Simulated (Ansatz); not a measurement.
Compare A (`C=C=C(C)Cl`) with its isomer B (`C#CCCCl`).

Isolated molecules relaxed with PBE0-D4/def2-TZVP in Ansatz; ΔE leaves out vibrations. CCSD(T)/CBS adds triple-zeta CCSD(T) − MP2 to the extrapolated MP2 energy (def2 sets, frozen cores). DFT in def2-TZVPP. One conformer a species, not always the lowest.

(1) Which isomer does CCSD(T)/CBS put lower? Give the gap. (Best estimate.)

(2) Give E(B) − E(A) in kJ/mol with HF/def2-TZVPP, ωB97M-V, MP2/def2-TZVPP, PBE-D4, CCSD(T)/def2-TZVPP, PBE0-D4, CCSD/def2-TZVPP. (An estimate is asked.)

Largest T1 diagnostic: 0.011.

## Answers

(1) Ansatz gave: A, by 2.7 kJ/mol.

(2) Ansatz gave: HF/def2-TZVPP -7.3, ωB97M-V 10.2, MP2/def2-TZVPP -5.5, PBE-D4 31.4, CCSD(T)/def2-TZVPP 4.2, PBE0-D4 21.7, CCSD/def2-TZVPP 0.7. The order is the other way round with HF/def2-TZVPP, MP2/def2-TZVPP.

From PBE to PBE0 (25 % exact exchange), in def2-TZVPP and without D4, E(B) − E(A) moves by −9.6 kJ/mol.
